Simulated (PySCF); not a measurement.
C₅H₈O.
Numbering: `[CH2:1]=[C:2]1[CH2:3][CH2:4][C@@H:5]1[OH:6]` (hydrogens: H7, H8 on C1; H9, H10 on C3; H11, H12 on C4; H13 on C5; H14 on O6)

A GFN2-xTB structure was refined with PBE0-D3(BJ)/def2-SVP geometry optimisation, gas phase in PySCF. Its GFN2-xTB values:

```
 coordinate  GFN2-xTB
      C1=C2   1.316 Å
      C1–H7   1.077 Å
      C1–H8   1.078 Å
      C2–C3   1.505 Å
      C2–C5   1.516 Å
      C3–C4   1.540 Å
      C3–H9   1.089 Å
     C3–H10   1.089 Å
      C4–C5   1.541 Å
     C4–H11   1.086 Å
     C4–H12   1.087 Å
      C5–O6   1.405 Å
     C5–H13   1.102 Å
     O6–H14   0.963 Å
   C1–C2–C3    134.4°
   C1–C2–C5    133.4°
   C2–C3–C4     88.8°
   C2–C5–C4     88.4°
   C2–C5–O6    117.7°
   C3–C2–C5     92.1°
   C3–C4–C5     89.8°
   C4–C5–O6    113.8°
C1–C2–C3–C4     -169°
C1–C2–C5–C4      169°
C2–C3–C4–C5       -7°
C3–C4–C5–O6      127°
```

Q: How do these coordinates change at the PBE0-D3(BJ)/def2-SVP level?

A: 
| coordinate | PBE0-D3(BJ)/def2-SVP (Å or °) | change |
| --- | --- | --- |
| C1–H7 | 1.094 | +0.017 |
| C1–H8 | 1.094 | +0.016 |
| C5–O6 | 1.390 | -0.015 |
| C3–H10 | 1.103 | +0.014 |
| C4–H11 | 1.100 | +0.014 |
| C4–H12 | 1.099 | +0.012 |
| C1=C2 | 1.328 | +0.012 |
| C3–H9 | 1.100 | +0.011 |
| C5–H13 | 1.111 | +0.009 |
| C3–C4 | 1.548 | +0.008 |
| C2–C3 | 1.511 | +0.006 |
| C4–C5 | 1.538 | -0.003 |
| C2–C5 | 1.519 | +0.003 |
| O6–H14 | 0.962 | -0.001 |
| C2–C5–O6 | 120.5 | +2.8 |
| C4–C5–O6 | 116.1 | +2.3 |
| C2–C3–C4 | 87.0 | -1.8 |
| C3–C2–C5 | 90.7 | -1.4 |
| C2–C5–C4 | 87.1 | -1.3 |
| C3–C4–C5 | 88.6 | -1.2 |
| C1–C2–C5 | 132.7 | -0.7 |
| C1–C2–C3 | 135.0 | +0.6 |
| C1–C2–C3–C4 | -147 | +22 |
| C1–C2–C5–C4 | 148 | -21 |
| C3–C4–C5–O6 | 142 | +15 |
| C2–C3–C4–C5 | -19 | -12 |

The energy falls by 0.079 eV over 9 energy and gradient evaluations, the largest force component goes from 0.0111 to 3.9e-04 Eh/bohr, and the atoms move by 0.336 Å rms after alignment. Among the bonds, C1–H7 and C1–H8 change most and about equally (+0.016 to +0.017 Å). Bonds longer at the end by more than 0.005 Å: 10 of 14; shorter: 1. Among the dihedrals that turn most is C1–C2–C5–H13, from -77° to -103°. Rotational constants go from 4822, 3995, 2386 to 4778, 4012, 2376 MHz.

The run used 124 basis functions and 61 SCF cycles in all. The run took 51 s wall on an Arm Neoverse V1 with one thread, no GPU, on a shared host.

PBE0-D3(BJ)/def2-SVP frequencies: not computed here. The numbers are those of one conformer.
